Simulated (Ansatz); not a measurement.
Working through a single point in a Gaussian basis of C5H10O, SMILES C[C@@H]1C[C@@H]1CO

With Ansatz's Python interface.

Notebook, run cell by cell (the value of a cell's last expression is shown):

In [1]:
```python
from pathlib import Path

import ansatz as az
from ase import Atoms
import numpy as np
```

In [2]:
```python
atoms = Atoms(["C", "C", "C", "C", "C", "O", "H", "H", "H", "H", "H", "H", "H", "H", "H", "H"], positions=[
    (-1.6785, 0.7075, -0.5568),
    (-1.0571, -0.275, 0.3765),
    (-0.0036, 0.1679, 1.3605),
    (0.3714, -0.752, 0.2233),
    (1.2685, -0.2806, -0.871),
    (2.6168, -0.4943, -0.4789),
    (-1.9368, 0.2187, -1.5012),
    (-2.5991, 1.1062, -0.1187),
    (-1.0218, 1.5549, -0.7756),
    (-1.7836, -1.0091, 0.7111),
    (0.3315, 1.1987, 1.3307),
    (-0.0377, -0.2523, 2.36),
    (0.563, -1.7946, 0.4588),
    (1.0837, -0.8518, -1.7855),
    (1.1455, 0.7824, -1.0981),
    (2.7378, -0.0267, 0.3649),
])
mol = az.Crystal.molecule_from_ase(atoms)

model = (
    mol.calculation()
    .basis(gaussian="cc-pVDZ")
    .functional("r2scan")
    .forces()
    .orbitals()
)
result = model.run(threads=1, pin="off", runs_dir="c5h10o_runs")
report = result.report

sorted(key for key in report if key.endswith("_ev"))
```
Out [2]:
```text
['free_energy_ev', 'reference_energy_ev']
```

In [3]:
```python
report["mean_field"]["state"]["spin_squared"]
```
Out [3]:
```text
-2.4158453015843406e-13
```

In [4]:
```python
print("reference energy %16.6f eV" % report["reference_energy_ev"])
print("total energy     %16.6f eV" % report["free_energy_ev"])
print("occupied orbitals outside the frozen core (up, down):", report["n_occupied"], " frozen:", report["n_frozen"], " virtual:", report["n_virtual"])
```
```text
reference energy     -7390.242857 eV
total energy         -7390.242857 eV
occupied orbitals outside the frozen core (up, down): [24, 24]  frozen: 0  virtual: [110, 110]
```

In [5]:
```python
symbols = [site.symbol for site in mol.cartesian_sites]
print("forces (eV/A)")
for symbol, f in zip(symbols, report["forces_ev_ang"]):
    print(f"  {symbol:2s} {f[0]:9.4f} {f[1]:9.4f} {f[2]:9.4f}")
```
```text
forces (eV/A)
  C    -0.0165    0.1819   -0.2332
  C     0.3747    0.0982    0.1085
  C    -0.1419   -0.5127    0.1981
  C    -0.6828    0.2295   -0.1507
  C     0.4230    0.1669    0.5241
  O     0.5505   -0.2215   -0.2013
  H    -0.1483   -0.0020   -0.3260
  H    -0.2234    0.1526    0.0407
  H     0.1265    0.1596   -0.0916
  H    -0.0087   -0.3904    0.3273
  H     0.0819    0.3974   -0.1596
  H     0.0285   -0.1106    0.3064
  H     0.0127   -0.3043    0.2458
  H     0.1993   -0.1658   -0.2616
  H    -0.4332    0.4028   -0.1750
  H    -0.1424   -0.0816   -0.1519
```

In [6]:
```python
charges = report["charge_distribution"]
print("dipole moment", round(4.803205 * float(np.linalg.norm(charges["dipole_moment_e_ang"])), 3), "D")
print("Mulliken:", [(s, round(q, 3)) for s, q in zip(symbols, charges["mulliken_charges_e"])])
```
```text
dipole moment 1.642 D
Mulliken: [('C', 0.009), ('C', -0.142), ('C', -0.006), ('C', -0.148), ('C', 0.217), ('O', -0.305), ('H', 0.037), ('H', 0.039), ('H', 0.025), ('H', 0.01), ('H', 0.029), ('H', 0.037), ('H', 0.011), ('H', 0.036), ('H', 0.003), ('H', 0.149)]
```

In [7]:
```python
lines = Path(report["orbitals_path"]).read_text().splitlines()
field_of = lambda key: [line.split("=")[1].strip() for line in lines if line.startswith(key)]
orbitals = [(27.211386 * float(e), s, float(n)) for e, s, n in zip(field_of("Ene="), field_of("Spin="), field_of("Occup="))]
homo = max(e for e, _, n in orbitals if n > 0.5)
lumo = min(e for e, _, n in orbitals if n < 0.5)
print(f"HOMO {homo:.3f} eV, LUMO {lumo:.3f} eV, gap {lumo - homo:.3f} eV")
```
```text
HOMO -5.913 eV, LUMO 1.662 eV, gap 7.575 eV
```

Caveats:
- The settings weren't tested for convergence.
- The geometry is a force-field or estimated start, not a minimum of this method, and the basis set is short of its limit.
- Levels such as HOMO and LUMO are orbital energies: with these approximate functionals they aren't the ionisation energy and electron affinity, and their gap isn't the fundamental gap.
- It ran for 8.9 s on 1 thread of AMD EPYC 7B13 (Zen 3), on a shared host, peak memory 0.28 GiB.
